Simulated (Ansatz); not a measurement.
Mulliken charges of `F[C]1OC1(F)F` radical from ωB97M-V/def2-TZVPP in Ansatz (PBE0-D4/def2-TZVP geometry).

```json
{"atom": "F1", "x (Å)": "0.673", "y (Å)": "-1.637", "z (Å)": "0.869", "charge (e)": "-0.128"}
{"atom": "C2", "x (Å)": "0.378", "y (Å)": "-0.882", "z (Å)": "-0.162", "charge (e)": "0.202"}
{"atom": "O3", "x (Å)": "-0.939", "y (Å)": "-0.545", "z (Å)": "-0.386", "charge (e)": "-0.217"}
{"atom": "C4", "x (Å)": "-0.027", "y (Å)": "0.497", "z (Å)": "-0.155", "charge (e)": "0.428"}
{"atom": "F5", "x (Å)": "0.195", "y (Å)": "1.316", "z (Å)": "-1.159", "charge (e)": "-0.143"}
{"atom": "F6", "x (Å)": "-0.238", "y (Å)": "1.187", "z (Å)": "0.947", "charge (e)": "-0.142"}
```

**Question.** By hand: the dipole of these point charges (1 e Å = 4.8032 D).

**Answer.** Σ q r = (0.188, 0.006, -0.095) e Å, of length 0.211 e Å = 1.01 D.

**Question.** How does the dipole of the full density compare? (An estimate is asked.)

**Answer.** The calculation gave: (0.116, 0.007, -0.002) e Å, 0.56 D; the point charges give 1.80 times that, at 26° from its direction.

Point charges leave out the atoms' own dipoles, such as those of lone pairs, and Mulliken's split depends on the basis, so the two needn't agree.
